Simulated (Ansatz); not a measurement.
Rock-salt RbCl was calculated with G0W0@PBE0 (Ansatz, a first-principles code, plane waves, hard PAW, contour deformation).

The cell has the measured lattice parameters. Conventional cell: a = 6.5898 Å, b = 6.5898 Å, c = 6.5898 Å, α = 90.00°, β = 90.00°, γ = 90.00°.

The quasiparticle gap at Γ at a fixed k mesh 2×2×2:

```
response cutoff           value (eV)
------------------------  ----------
150 eV, 548 empty bands        8.524
200 eV, 844 empty bands        8.590
250 eV, 1180 empty bands       8.627
300 eV, 1551 empty bands       8.651
```

Problem. Taking the value to converge with the response cutoff E as E^(−3/2), extrapolate from the last two rows.

Solution. With y = y∞ + c/w and weights w = 3953 and 5196 for the last two rows, y∞ = (w2 y2 − w1 y1)/(w2 − w1) = (5196 × 8.651 − 3953 × 8.627)/1243 = 8.727 eV, which lies 0.076 beyond the last row. Successive pairs of rows give 8.712, 8.720, 8.727. The limit also hangs on the law assumed, so its last digits aren't firm.

The other settings are not extrapolated, so this is the limit in one setting alone.

Spin–orbit coupling is not included.

Note: GW on a hybrid start was not checked against another program.
